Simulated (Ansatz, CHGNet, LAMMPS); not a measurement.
hcp Cd, cohesive energy

Reference value: 1.18 eV/atom (measured, finite-temperature (and zero-point) corrections as in the cited sets; as tabulated in Jana et al. (2018), arXiv:1807.00350).

### Question
What do Lennard-Jones uff-vdw, CHGNet-r²SCAN, PBE, r²SCAN, HSE06 give, and how far is each from the reference?

### Answer

```
level (code)                    value (eV/atom)  cell (Å³/atom)  error (eV/atom)
------------------------------  ---------------  --------------  ---------------
Lennard-Jones uff-vdw (LAMMPS)             0.08           14.98            -1.10
CHGNet-r²SCAN (CHGNet)                     0.90           21.78            -0.28
PBE (Ansatz)                               0.75           22.89            -0.43
r²SCAN (Ansatz)                            1.07           21.98            -0.11
HSE06 (Ansatz)                             0.87           22.58            -0.31
```

Leaving aside Lennard-Jones uff-vdw, CHGNet-r²SCAN, which can be fitted to such values or carry a doubt: Closest of these to the reference: r²SCAN (-0.11 eV/atom). PBE (-0.43 eV/atom) lies farthest from it. No level tried lands within 0.1 eV/atom.

Lennard-Jones uff-vdw: this is a force field's van der Waals term alone, without bonds or charges. CHGNet-r²SCAN: free atoms can lie outside what these potentials were trained on. Each level is taken at its own relaxed cell. Cutoffs and k meshes differ between the levels. Ansatz's density-functional and Hartree–Fock values are scalar-relativistic unless marked +SOC, with PAW data made under PBE.

Machine-learned potentials (CHGNet-r²SCAN) are trained on DFT data, which may include these solids.

Differences are worked out from the printed values.

Ansatz is a quantum-chemistry and plane-wave program.
